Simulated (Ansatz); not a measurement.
## Ansatz (development build ahead of 0.2.0) run

```yaml
crystal:
  periodic: [false, false, false]
  atoms:
    - { symbol: B, position_ang: [0.0, 0.0, -1.22947] }
    - { symbol: C, position_ang: [0.0, 0.0, 0.16807] }
    - { symbol: O, position_ang: [0.0, 0.0, 1.20943] }
    - { symbol: H, position_ang: [0.0, -1.0866, -1.51216] }
    - { symbol: H, position_ang: [-0.94103, 0.5433, -1.51216] }
    - { symbol: H, position_ang: [0.94103, 0.5433, -1.51216] }
basis:
  gaussian: { orbitals: def2-TZVP }
hamiltonian:
  xc: hf
correlation:
  method: mp2
  frozen_orbitals: { B: 1, C: 1, H: 0, O: 1 }
```

The input is written out in the form of the current development build from the run's settings.

The run gave:

```
Converged                       : yes
Reference energy                : -139.16305 hartree
Correlation energy              : -0.47982 hartree
Total energy                    : -139.64287 hartree
Spin squared of the determinant : 0.000
```

Caution: no unrestricted run beside it, a lower state can exist.
